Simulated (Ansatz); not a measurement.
**CH5Al (SMILES [CH3][AlH2]): the vertical energy of the triplet above the singlet, rung by rung**

The species is CH5Al (7 atoms), meant as a singlet with charge 0. SMILES: `[CH3][AlH2]`. The coordinates come from a PBE0-D4/def2-TZVP relaxation.

Each level gives the vertical energy of the triplet above the singlet (eV). The values are calculated.

```tsv
level	kind	program	value (eV)	less FCI/STO-3G	CPU time (all runs)
PBE0/STO-3G	global hybrid	Ansatz	7.88	-0.48	8 s
r2SCAN0/STO-3G	hybrid meta-GGA	Ansatz	7.94	-0.42	20 s
CAM-B3LYP/STO-3G	range-separated hybrid	Ansatz	8.09	-0.27	9.9 s
HSE06/STO-3G	range-separated hybrid	Ansatz	7.87	-0.49	10 s
wB97X/STO-3G	range-separated hybrid	Ansatz	8.29	-0.07	44 s
MP2/STO-3G	perturbation theory	Ansatz	8.65	+0.29	0.33 s
CCSD/STO-3G	coupled cluster or CI	Ansatz	8.38	+0.02	0.48 s
CCSDTQ/STO-3G	coupled cluster or CI	Ansatz	8.36	0.00	54 s
FCI/STO-3G	exact in the basis	Ansatz	8.36	0.00	43 s
```

FCI/STO-3G is exact within its basis and frozen core, so for wave-function methods in that basis the difference is their error; functionals converge differently with the basis, so for them it is only a difference. The values span 7.87 to 8.65 eV. A triplet this far above the singlet is often a Rydberg-like or dissociative state; sets without diffuse functions put Rydberg states too high. All rows use very small basis sets, so none should be taken for the real molecule's value. Times are those of the runs behind each value, whatever else they computed, on shared processors of several kinds: orders of magnitude only.
